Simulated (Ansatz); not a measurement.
# Al₂H (sextet): wave-function methods side by side, def2-QZVPP

The task here is to estimate one member of a computed series from the others.

Program: Ansatz 0.2.0, Gaussian basis. Level of theory: def2-QZVPP, core rule «outside noble gas», up to 10 orbitals frozen. These are calculated values, not measurements.

Plan: UHF; ROHF; CCSD(T) on UHF.

### The geometry

The geometry is a PBE0/def2-TZVP stationary point (not a proven minimum) of the parent state, kept for this charge and spin.

3 atoms, charge 0, spin multiplicity 6.

Atoms are counted from 1 here; the program's logs count them from 0.

Bond lengths: Al1–Al2 2.360 Å, Al1–H3 1.583 Å. Angles: Al2–Al1–H3 180.0°.

Set-up of the first run:

in.yaml reads:

```yaml
crystal:
  periodic: [false, false, false]
  atoms:
    - {symbol: Al, position_ang: [0.000000, 0.000000, 0.259056]}
    - {symbol: Al, position_ang: [0.000000, 0.000000, -2.101360]}
    - {symbol: H, position_ang: [0.000000, 0.000000, 1.842303]}
basis:
  gaussian: {orbitals: "def2-QZVPP.json"}
magnetization: {spin_polarized: true, initial_magnetization: 5}
hamiltonian: {xc: hf}
output: {orbitals: {seedname: orbitals}}
```

Command:

```bash
ansatz run in.yaml --threads 1 --pin off --events-out ev --progress --plain --max-ram 2393MiB
```

Among the steps run: UHF; ROHF; CCSD(T) on UHF.

One table of the session follows, with a row left open; its other results are not shown here.

```
  method  from UCCSD(T) (kJ/mol)
    ROHF                  +263.9
     UHF                  +261.6
    UMP2                       ?
   UCCSD                   +12.6
UCCSD(T)                       0
```

**Question.** Estimate the row for UMP2.

The run gave: from UCCSD(T) (kJ/mol): +74.2. In the column «from UCCSD(T) (kJ/mol)» it lies between UCCSD (+12.6) and UHF (+261.6).
